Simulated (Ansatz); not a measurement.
# H4O: the cost of one run

Method: UKS B3LYP-D4/cc-pVDZ, in Ansatz 0.2.0.

## (1) The system as given

Bond lengths: O1–H2 0.961 Å, O1–H3 0.961 Å. Angles: H2–O1–H3 106.9°.

Structure file:

```xyz
5

O     0.2886    0.0133   -1.6112
H     0.1159   -0.7928   -1.1179
H    -0.2284    0.7105   -1.1982
H    -0.4222    0.1746    1.8273
H     0.2461   -0.1056    2.1000
```

## (2) Relaxing the start

input.yaml reads:

```yaml
crystal:
  periodic: [false, false, false]
  atoms:
    - { symbol: O, position_ang: [0.2886, 0.0133, -1.6112] }
    - { symbol: H, position_ang: [0.1159, -0.7928, -1.1179] }
    - { symbol: H, position_ang: [-0.2284, 0.7105, -1.1982] }
    - { symbol: H, position_ang: [-0.4222, 0.1746, 1.8273] }
    - { symbol: H, position_ang: [0.2461, -0.1056, 2.1] }
magnetization:
  spin_polarized: true
basis:
  gaussian: { orbitals: cc-pVDZ }
hamiltonian:
  xc: b3lyp
  dispersion: d4
relax:
  f_tol: 0.02
  max_steps: 40
output:
  orbitals: {}
```

Started as:

```bash
> ansatz run input.yaml --threads 1 --pin off --max-ram 2048MiB --backend cpu --events-out ev --progress --plain --runs-dir out
```

**Question.** How long does this run take on 1 thread of Arm Neoverse V1, shared host, and how much memory does it need?

About 10 s, with a peak of 0.09 GiB.
